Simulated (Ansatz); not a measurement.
Steps of a relaxation of C₂H₄FN, SMILES `N/C=C\F` with RKS PBE-D4/def2-SVP.

```sh
$ ansatz run in.yaml --threads 2 --pin off --events-out ev --progress --plain --max-ram 4352MiB
```

```yaml
crystal:
  periodic: [false, false, false]
  atoms:
    - {symbol: N, position_ang: [-0.214500, 1.134000, -0.372900]}
    - {symbol: C, position_ang: [0.217800, 0.163700, 0.403800]}
    - {symbol: C, position_ang: [0.299900, -1.118000, 0.061000]}
    - {symbol: F, position_ang: [0.016800, -1.569900, -1.132100]}
    - {symbol: H, position_ang: [-0.760700, 0.826500, -1.221800]}
    - {symbol: H, position_ang: [-0.794600, 1.896100, 0.124400]}
    - {symbol: H, position_ang: [0.567400, 0.506000, 1.392500]}
    - {symbol: H, position_ang: [0.760000, -1.895500, 0.689300]}
basis:
  gaussian: {orbitals: def2-SVP}
hamiltonian: {xc: pbe, dispersion: d4}
relax: {f_tol: 0.03, max_steps: 200}
```

Positions (Å) and forces (eV/Å) along the path, 6 of 6 steps:

```xyz
8
step=1 energy=-6333.0125 eV
N    -0.214    1.134   -0.373   -3.137    4.227   -2.472
C     0.218    0.164    0.404    0.795   -1.184    2.366
C     0.300   -1.118    0.061    1.372   -1.181    2.099
F     0.017   -1.570   -1.132   -0.921   -0.509   -2.299
H    -0.761    0.827   -1.222    0.717    0.252    0.852
H    -0.795    1.896    0.124    1.122   -1.295   -0.885
H     0.567    0.506    1.393    0.021   -0.420    0.102
H     0.760   -1.895    0.689    0.031    0.111    0.238
8
step=2 energy=-6333.3323 eV
N    -0.238    1.173   -0.380   -1.126    1.263   -0.815
C     0.216    0.162    0.422    0.246   -0.521    0.508
C     0.362   -1.130    0.061    0.179   -0.167    0.735
F    -0.078   -1.593   -1.124   -0.134   -0.033   -0.582
H    -0.716    0.870   -1.246    0.290   -0.016    0.371
H    -0.819    1.896    0.090    0.451   -0.446   -0.202
H     0.548    0.472    1.426    0.094   -0.145   -0.020
H     0.817   -1.906    0.695    0.001    0.067    0.004
8
step=3 energy=-6333.3636 eV
N    -0.258    1.179   -0.390   -0.044    0.072   -0.137
C     0.203    0.157    0.432    0.016   -0.038    0.015
C     0.333   -1.142    0.084    0.179    0.054   -0.067
F    -0.033   -1.574   -1.155   -0.089    0.027    0.110
H    -0.746    0.859   -1.231    0.050   -0.099   -0.017
H    -0.795    1.911    0.075    0.016    0.045    0.108
H     0.578    0.465    1.422   -0.088   -0.058    0.005
H     0.810   -1.912    0.707   -0.040   -0.002   -0.017
8
step=4 energy=-6333.3660 eV
N    -0.253    1.176   -0.404    0.000    0.025    0.001
C     0.208    0.160    0.427    0.025   -0.101    0.085
C     0.351   -1.137    0.077    0.071    0.136   -0.004
F    -0.023   -1.560   -1.160   -0.051   -0.048   -0.003
H    -0.786    0.830   -1.203   -0.014   -0.044   -0.167
H    -0.756    1.928    0.067   -0.014    0.041    0.085
H     0.544    0.457    1.432    0.007    0.016    0.014
H     0.806   -1.913    0.708   -0.025   -0.024   -0.010
8
step=5 energy=-6333.3695 eV
N    -0.257    1.181   -0.395   -0.019   -0.043   -0.061
C     0.211    0.161    0.431    0.005   -0.005   -0.040
C     0.360   -1.133    0.075   -0.071    0.023   -0.033
F    -0.055   -1.568   -1.148    0.041    0.029    0.074
H    -0.743    0.846   -1.233    0.046   -0.017    0.053
H    -0.794    1.910    0.077   -0.002    0.013    0.040
H     0.561    0.460    1.431   -0.005    0.005   -0.008
H     0.808   -1.914    0.706    0.005   -0.005   -0.025
8
step=6 energy=-6333.3700 eV
N    -0.256    1.180   -0.396   -0.029    0.015   -0.029
C     0.212    0.162    0.431    0.000   -0.008    0.000
C     0.355   -1.133    0.077   -0.006    0.006   -0.003
F    -0.053   -1.565   -1.148    0.005    0.009    0.016
H    -0.743    0.841   -1.231    0.024   -0.010    0.021
H    -0.791    1.910    0.077    0.010   -0.010    0.008
H     0.560    0.461    1.431   -0.001    0.002   -0.004
H     0.809   -1.913    0.703   -0.003   -0.004   -0.009
```

Run time 6.5 s (2 threads of an Arm Neoverse V2 on a shared host); peak host memory 0.13 GiB.
